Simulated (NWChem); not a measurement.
Everything below was run with NWChem. System: S (-1), charge -1, spin multiplicity 2. Its SCF solution wasn't tested for a lower state. Level: UMP2/def2-TZVPD, 5 core orbitals frozen.

The NWChem input:

```
start mol
memory heap 200 mb stack 900 mb global 1100 mb
charge -1
geometry units angstroms nocenter noautoz
  S      0.000000     0.000000     0.000000
  symmetry group D2h
end
basis spherical
  * library def2-tzvpd
end
scf
  uhf
  nopen 1
  maxiter 100
  thresh 1e-7
  semidirect memsize 60000000 filesize 0
  # guess.movecs holds the orbitals of an unrestricted PBE0 run
  vectors input guess.movecs output mol.movecs
end
mp2
  freeze core 5
end
task mp2 energy
```

NWChem printed:

```
             Northwest Computational Chemistry Package (NWChem) 7.3.0
             --------------------------------------------------------

                                NWChem Input Module
                                -------------------

 Scaling coordinates for geometry "geometry" by  1.889725989
 (inverse scale =  0.529177249)

                             Geometry "geometry" -> ""
                             -------------------------

 Output coordinates in angstroms (scale by  1.889725989 to convert to a.u.)

  No.       Tag          Charge          X              Y              Z
 ---- ---------------- ---------- -------------- -------------- --------------
    1 S                   16.0000     0.00000000     0.00000000     0.00000000

 Effective nuclear repulsion energy (a.u.)       0.0000000000

            Nuclear Dipole moment (a.u.)
            ----------------------------
        X                 Y               Z
 ---------------- ---------------- ----------------
     0.0000000000     0.0000000000     0.0000000000

      Symmetry information
      --------------------

 Group name             D2h
 Group number             26
 Group order               8
 No. of unique centers     1

      Symmetry unique atoms

     1


 Summary of "ao basis" -> "" (spherical)
 ------------------------------------------------------------------------------
       Tag                 Description            Shells   Functions and Types
 ---------------- ------------------------------  ------  ---------------------
 *                         def2-tzvpd                 on all atoms

 Summary of "ao basis" -> "ao basis" (spherical)
 ------------------------------------------------------------------------------
       Tag                 Description            Shells   Functions and Types
 ---------------- ------------------------------  ------  ---------------------
 S                         def2-tzvpd               16       46   6s6p3d1f

                                 NWChem SCF Module
                                 -----------------

  ao basis        = "ao basis"
  functions       =    46
  atoms           =     1
  alpha electrons =     9
  beta  electrons =     8
  charge          =  -1.00
  wavefunction    = UHF
  use symmetry    = T
  symmetry adapt  = T

 Summary of "ao basis" -> "ao basis" (spherical)
 ------------------------------------------------------------------------------
       Tag                 Description            Shells   Functions and Types
 ---------------- ------------------------------  ------  ---------------------
 S                         def2-tzvpd               16       46   6s6p3d1f

      Symmetry analysis of basis
      --------------------------

        ag         12
        au          1
        b1g         3
        b1u         8
        b2g         3
        b2u         8
        b3g         3
        b3u         8

 Forming initial guess at       0.0s

   Symmetry analysis of molecular orbitals - initial alpha
   -------------------------------------------------------

  Numbering of irreducible representations:

     1 ag          2 au          3 b1g         4 b1u         5 b2g
     6 b2u         7 b3g         8 b3u

  Orbital symmetries:

     1 ag          2 ag          3 b2u         4 b3u         5 b1u
     6 ag          7 b2u         8 b3u         9 b1u        10 b2u
    11 b1u        12 b3u        13 ag         14 ag         15 b1g
    16 b3g        17 b2g        18 ag         19 b2u

   Symmetry analysis of molecular orbitals - initial beta
   ------------------------------------------------------

  Numbering of irreducible representations:

     1 ag          2 au          3 b1g         4 b1u         5 b2g
     6 b2u         7 b3g         8 b3u

  Orbital symmetries:

     1 ag          2 ag          3 b2u         4 b3u         5 b1u
     6 ag          7 b3u         8 b1u         9 b2u        10 b1u
    11 b3u        12 b2u        13 ag         14 b2g        15 ag
    16 b1g        17 b3g        18 ag         19 b1u

 Starting SCF solution at       0.1s

 ----------------------------------------------
         Quadratically convergent UHF

 Convergence threshold     :          1.000E-07
 Maximum no. of iterations :          100
 Integral*density screening:          1.000E-09
 ----------------------------------------------

              iter       energy          gnorm     gmax       time
             ----- ------------------- --------- --------- --------
                 1     -397.5291291756  5.29D-01  2.43D-01      0.3
                 2     -397.5345471250  3.89D-02  1.57D-02      0.3
                 3     -397.5348077148  8.22D-04  3.99D-04      0.3
                 4     -397.5348080758  5.45D-07  2.03D-07      0.4
                 5     -397.5348080758  7.07D-09  2.41D-09      0.4

       Final UHF  results
       ------------------

         Total SCF energy =   -397.534808075850
      One electron energy =   -554.511563952754
      Two electron energy =    156.976755876904
 Nuclear repulsion energy =      0.000000000000

                       Sz =      0.5000
                 Sz(Sz+1) =      0.7500
                      S^2 =      0.7629

        Time for solution =      0.4s

       Symmetry analysis of molecular orbitals - alpha
       -----------------------------------------------

  Numbering of irreducible representations:

     1 ag          2 au          3 b1g         4 b1u         5 b2g
     6 b2u         7 b3g         8 b3u

  Orbital symmetries:

     1 ag          2 ag          3 b2u         4 b3u         5 b1u
     6 ag          7 b2u         8 b3u         9 b1u        10 b2u
[...]
   Bfn.  Coefficient  Atom+Function         Bfn.  Coefficient  Atom+Function
  ----- ------------  ---------------      ----- ------------  ---------------
    23      1.251593  1 S  py                20     -0.605832  1 S  py

 Vector   11  Occ=0.000000D+00  E= 2.391024D-01  Symmetry=b3u
              MO Center=  2.1D-17,  2.2D-30, -7.2D-17, r^2= 1.4D+01
   Bfn.  Coefficient  Atom+Function         Bfn.  Coefficient  Atom+Function
  ----- ------------  ---------------      ----- ------------  ---------------
    22      1.256899  1 S  px                19     -0.659786  1 S  px

 Vector   12  Occ=0.000000D+00  E= 2.391024D-01  Symmetry=b1u
              MO Center= -7.0D-19, -2.3D-33, -2.7D-17, r^2= 1.4D+01
   Bfn.  Coefficient  Atom+Function         Bfn.  Coefficient  Atom+Function
  ----- ------------  ---------------      ----- ------------  ---------------
    24      1.256899  1 S  pz                21     -0.659786  1 S  pz

                     UHF Final Beta Molecular Orbital Analysis
                     -----------------------------------------

 Vector    6  Occ=1.000000D+00  E=-5.299201D-01  Symmetry=ag
              MO Center=  1.1D-34,  9.2D-35,  7.3D-33, r^2= 1.1D+00
   Bfn.  Coefficient  Atom+Function         Bfn.  Coefficient  Atom+Function
  ----- ------------  ---------------      ----- ------------  ---------------
     4      0.656299  1 S  s                  5      0.481285  1 S  s
     3     -0.466130  1 S  s

 Vector    7  Occ=1.000000D+00  E=-8.493717D-02  Symmetry=b1u
              MO Center= -9.4D-21,  5.4D-20, -1.2D-17, r^2= 2.1D+00
   Bfn.  Coefficient  Atom+Function         Bfn.  Coefficient  Atom+Function
  ----- ------------  ---------------      ----- ------------  ---------------
    18      0.464666  1 S  pz                21      0.408813  1 S  pz
    15      0.219675  1 S  pz                 9     -0.172905  1 S  pz

 Vector    8  Occ=1.000000D+00  E=-8.493717D-02  Symmetry=b3u
              MO Center=  8.7D-22, -8.7D-36, -4.2D-34, r^2= 2.1D+00
   Bfn.  Coefficient  Atom+Function         Bfn.  Coefficient  Atom+Function
  ----- ------------  ---------------      ----- ------------  ---------------
    16      0.464666  1 S  px                19      0.408813  1 S  px
    13      0.219675  1 S  px                 7     -0.172905  1 S  px

 Vector    9  Occ=0.000000D+00  E= 2.054483D-01  Symmetry=b2u
              MO Center=  1.5D-36, -3.7D-21,  1.4D-36, r^2= 1.2D+01
   Bfn.  Coefficient  Atom+Function         Bfn.  Coefficient  Atom+Function
  ----- ------------  ---------------      ----- ------------  ---------------
    23      1.041847  1 S  py                17      0.246258  1 S  py
    20     -0.192105  1 S  py

 Vector   10  Occ=0.000000D+00  E= 2.407556D-01  Symmetry=b3u
              MO Center= -4.9D-23, -7.6D-38,  1.4D-35, r^2= 1.4D+01
   Bfn.  Coefficient  Atom+Function         Bfn.  Coefficient  Atom+Function
  ----- ------------  ---------------      ----- ------------  ---------------
    22      1.256227  1 S  px                19     -0.682798  1 S  px

 Vector   11  Occ=0.000000D+00  E= 2.407556D-01  Symmetry=b1u
              MO Center= -1.3D-34,  2.9D-35, -1.6D-21, r^2= 1.4D+01
   Bfn.  Coefficient  Atom+Function         Bfn.  Coefficient  Atom+Function
  ----- ------------  ---------------      ----- ------------  ---------------
    24      1.256227  1 S  pz                21     -0.682798  1 S  pz

 center of mass
 --------------
 x =   0.00000000 y =   0.00000000 z =   0.00000000

 moments of inertia (a.u.)
 ------------------
           0.000000000000           0.000000000000           0.000000000000
           0.000000000000           0.000000000000           0.000000000000
           0.000000000000           0.000000000000           0.000000000000

  Mulliken analysis of the total density
  --------------------------------------

    Atom       Charge   Shell Charges
 -----------   ------   -------------------------------------------------------
    1 S   16    17.00   2.01  0.49  1.48  1.06  0.89  0.07  4.18  1.70  0.86  2.22  1.76  0.29  0.00  0.00  0.00  0.00

  Mulliken analysis of the alpha density
  --------------------------------------

    Atom       Charge   Shell Charges
 -----------   ------   -------------------------------------------------------
    1 S   16     9.00   1.00  0.24  0.74  0.53  0.45  0.03  2.10  0.84  0.51  1.38  1.04  0.14  0.00  0.00  0.00  0.00

   Mulliken analysis of the beta density
   -------------------------------------

    Atom       Charge   Shell Charges
 -----------   ------   -------------------------------------------------------
    1 S   16     8.00   1.00  0.24  0.74  0.53  0.44  0.04  2.07  0.86  0.35  0.84  0.73  0.15  0.00  0.00  0.00  0.00

   Mulliken analysis of the spin density
   -------------------------------------

    Atom       Charge   Shell Charges
 -----------   ------   -------------------------------------------------------
    1 S   16     1.00   0.00  0.00 -0.00  0.01  0.01 -0.01  0.03 -0.02  0.16  0.54  0.31 -0.01 -0.00 -0.00 -0.00  0.00

       Multipole analysis of the density wrt the origin
       ------------------------------------------------

     L   x y z        total         alpha         beta         nuclear
     -   - - -        -----         -----         ----         -------
     0   0 0 0     -1.000000     -9.000000     -8.000000     16.000000

     1   1 0 0      0.000000      0.000000     -0.000000      0.000000
     1   0 1 0      0.000000      0.000000     -0.000000      0.000000
     1   0 0 1      0.000000     -0.000000      0.000000      0.000000

     2   2 0 0    -15.582192     -8.042944     -7.539249      0.000000
     2   1 1 0     -0.000000     -0.000000      0.000000      0.000000
     2   1 0 1      0.000000     -0.000000      0.000000      0.000000
     2   0 2 0    -12.331255     -7.964335     -4.366920      0.000000
     2   0 1 1     -0.000000     -0.000000      0.000000      0.000000
     2   0 0 2    -15.582192     -8.042944     -7.539249      0.000000

                   NWChem MP2 Semi-direct Energy/Gradient Module
                   ---------------------------------------------

  Basis functions       =     46
  Molecular orbitals    =     46
  Frozen core           =      5
  Frozen virtuals       =      0
  Active alpha occupied =      4
  Active beta occupied  =      3
  Active alpha virtual  =     37
  Active beta virtual   =     38
  Use MO symmetry       = T
  Use skeleton AO sym   = T

  AO/Fock/Back tols     =   1.0D-09  1.0D-09  1.0D-09

 GA uses MA = F    GA memory limited = T

 Available:
  local mem=  1.26D+08
 global mem=  1.44D+08
 local disk=  0.00D+00
  mp2_memr nvloc                    37
  nvloc new                    37
   1 passes of   4:        3145728                      11713                    547641.
   1 passes of   4: M    126153352           G      144174968           F     123007624.

 Semi-direct pass number   1 of   1  for UHF alpha       at        0.5s
  vrange nnbf                  1081
  mp2_eaftype                    10  avail_ma_in_mb                  1099
 EAF : mp2_eaftype filesize          10     273821.
  mp2_eaf for mointskh                     10
Node 0 wrote      1.3 Mb in      0.0 s     Agg I/O rate:  1169.3 Mb/s
 Done moints_semi at        0.9s
  mp2_eaftype                    10  avail_ma_in_mb                  1089
 EAF : mp2_eaftype filesize          10     273821.
  mp2_eaf for kh                    10
 Done maket at        0.9s
 Done multipass loop at        0.9s

 GA uses MA = F    GA memory limited = T

 Available:
  local mem=  1.26D+08
 global mem=  1.44D+08
 local disk=  0.00D+00
  mp2_memr nvloc                    38
  nvloc new                    38
   1 passes of   3:        3145728                      10014                    422678.
   1 passes of   3: M    126153352           G      144174968           F     123007624.

 Semi-direct pass number   1 of   1  for UHF beta        at        0.9s
  vrange nnbf                  1081
  mp2_eaftype                    10  avail_ma_in_mb                  1099
 EAF : mp2_eaftype filesize          10     211339.
  mp2_eaf for mointskh                     10
Node 0 wrote      1.0 Mb in      0.0 s     Agg I/O rate:  1275.3 Mb/s
 Done moints_semi at        1.3s
  mp2_eaftype                    10  avail_ma_in_mb                  1089
 EAF : mp2_eaftype filesize          10     211339.
  mp2_eaf for kh                    10
 Done maket at        1.3s
 Done multipass loop at        1.3s

          -------------------------------------------
          SCF energy                -397.534808075850
          Correlation energy          -0.151530744612
          Singlet pairs                0.000000000000
          Triplet pairs                0.000000000000
          Total MP2 energy          -397.686338820462
          -------------------------------------------

          ---------------------------------------------------
                    Spin Component Scaled (SCS) MP2
          Same spin pairs                     -0.035578601117
          Same spin scaling factor             0.333333333333
          Opposite spin pairs                 -0.115952143495
          Opposite spin scaling fact.          1.200000000000
          SCS-MP2 correlation energy          -0.151002105900
          Total SCS-MP2 energy              -397.685810181750
          ---------------------------------------------------

 -----------------------
 Performance information
 -----------------------

 Timer overhead =  1.35D-07 seconds/call

               Nr. of calls         CPU time (s)                 Wall time (s)                GFlops
             ---------------    -------------------     ------------------------------   -------------------
Name         Min   Avg   Max    Min     Avg     Max     Min     Avg     Max   Mx/calls   Min     Max     Sum
mp2: moin     2     2     2   0.79    0.79    0.79     0.79    0.79    0.79    0.39      0.0     0.0     0.0
mp2: make     2     2     2   1.87E-2 1.87E-2 1.87E-2  1.87E-2 1.87E-2 1.87E-2 9.34E-3   0.0     0.0     0.0
mp2: tota     1     1     1   0.88    0.88    0.88     0.88    0.88    0.88    0.88      0.0     0.0     0.0

 The average no. of pstat calls per process was 5.00D+00
 with a timing overhead of 6.73D-07s

 Task  times  cpu:        1.3s     wall:        1.3s

 Total times  cpu:        1.3s     wall:        1.3s
```
